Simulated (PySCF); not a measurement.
Species: C4H9P.
Atom-mapped SMILES: `[CH3:1][CH2:2][P:3]1[CH2:4][CH2:5]1`

NICS is the negative of the GIAO shielding at a point without a nucleus: at the ring centre (0) and 1 Å above and below it (1); zz is the component along the ring normal. Level: GIAO PBE0/pcSseg-1 (PySCF, non-relativistic, gas phase) on the GFN2-xTB geometry, one conformer.

Ring bond lengths (Å), with Mayer bond orders in brackets: P3–C4 1.843 (0.94), C4–C5 1.505 (0.96), C5–P3 1.843 (0.94).

Q: What do the NICS probes read (ppm)?

A: 
```tsv
ring	type	NICS(0)	NICS(1), two faces	NICS(1)zz, two faces	rms pucker (Å)	centre to ring atoms, mean (Å)
P3–C4–C5	3-membered ring with P; formal bonds all single	-38.4	-9.7 / -9.6	-25.6 / -23.1	0.00	1.00
```

Q: What do they say, and how far can they be read as aromaticity?

A: 
- P3–C4–C5: mean NICS(1)zz -24.4 ppm, shielded. C4, C5 have four or more neighbours, and the NICS criterion for π rings isn't applied. NICS(0) lies 29 ppm below the mean NICS(1).

Q: Give the inner angles of the rings and the Hirshfeld charges of the ring atoms.

A: 
- P3–C4–C5: P3 48.2° (+0.112 e), C4 65.9° (-0.126 e), C5 65.9° (-0.125 e); sum 180.0° against 180° for a flat convex ring.

Q: What are the shieldings of the ring atoms and their hydrogens in the same run (means over atoms taken as equivalent)?

A: 
| atoms | environment | σ isotropic (ppm) | principal values of the symmetric part, first atom (ppm) |
| --- | --- | --- | --- |
| P3 | phosphine phosphorus | 577.2 | 320.1, 427.5, 984.1 |
| C4 (×2) | sp3 carbon bound to phosphorus | 178.4 | 143.4, 177.8, 215.2 |
| H on C4 (×4) | methylene hydrogen | 31.04 | 25.6, 28.2, 39.7 |

Hardware: an Arm Neoverse V1 with one thread, no GPU, shared host with 32 logical CPUs at a one-minute load of 29. Cost: 16 s wall (with the writing of density and orbital grids), 0.66 GiB resident at most. This is the whole shielding run at PBE0/pcSseg-1, SCF included.

The values belong to the conformer `[CH3:1][CH2:2][P:3]1[CH2:4][CH2:5]1`: C1–C2–P3–C4 -93°.
